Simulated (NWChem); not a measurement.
**HLi**

SMILES: [LiH]
```xyz
2

Li     0.0000     0.0000     0.3994
H      0.0000     0.0000    -1.1982
```
Charge 0, spin multiplicity 1.

Everything below was run with NWChem. All single points use one geometry, from PBE0/def2-SVP, a minimum by its harmonic frequencies.

Symmetry labels belong to the abelian group C2v used in the runs, with the axes of the coordinates shown; states degenerate in a higher group split over its labels.

The structure started from a generated list of species.

List the lowest 3 singlet excitations that TD-PBE/aug-cc-pVDZ gives, with oscillator strengths.


```csv
state,symmetry,energy (eV),wavelength (nm),f
1,a1,2.98,416,0.076
2,b2,3.96,313,0.162
3,b1,3.96,313,0.162
```
